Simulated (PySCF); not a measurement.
## Spin-Hamiltonian simulation

Molecule: SMILES O=C1CC=C1F, C$_{4}$H$_{3}$FO.

Geometry (Å), atoms numbered from 1 in this order:
```xyz
9

O     0.1329    2.0308   -0.9701
C     0.1222    0.9501   -0.4705
C    -0.9519    0.0692    0.2135
C     0.1745   -0.9305    0.3796
C     1.0837   -0.1487   -0.2153
F     2.3783   -0.3034   -0.4790
H    -1.7676   -0.2375   -0.4389
H    -1.3586    0.4841    1.1341
H     0.2000   -1.9081    0.8213
```

[PySCF 2.14: shieldings: GIAO PBE0/pcSseg-1; J couplings at B3LYP/pcJ-1; GFN2-xTB structure; no solvent; one conformer; non-relativistic; equivalent nuclei averaged]

Shifts are taken against calculated references (same method and geometry level): $^{1}$H (σ = 31.72 ppm) vs TMS.

Shifts (ppm): F6 -96.1, H7/H8 2.74, H9 7.56.
Couplings (Hz): F6–H7, F6–H8: 13.0; F6–H9: -9.3; H7–H8: -14.1; H7–H9, H8–H9: 1.5.

The 4-spin Hamiltonian (Zeeman plus full scalar coupling among like nuclei) was diagonalised exactly; lines are Lorentzian, 0.4 Hz wide, and the maxima above 3 % are listed with the tallest set to 100.

Q: Give the $^{1}$H peak list of this spin system at 300 MHz.

A: 
Hz from δ = 0 (height): 2274.2 (25), 2272.7 (50), 2271.2 (26), 2264.8 (26), 2263.3 (50), 2261.8 (26), 829.2 (100), 827.8 (100), 816.2 (100), 814.8 (100)

Q: And at 600 MHz?

A: 
Hz from δ = 0 (height): 4542.2 (26), 4540.7 (50), 4539.2 (26), 4532.9 (26), 4531.4 (50), 4529.9 (26), 1651.2 (100), 1649.8 (100), 1638.2 (100), 1636.8 (100)

Q: Among coupled protons with different shifts, which pair is furthest from first order, and how does the field change that?

A: H7 and H9: Δν/J is about 964.0 at 300 MHz (close to first order) and 1928.0 at 600 MHz (close to first order). J in Hz doesn't depend on the field, while Δν in Hz grows in proportion to it.

Unscaled 3J(H,H) at this level run about 10 % above measured values.
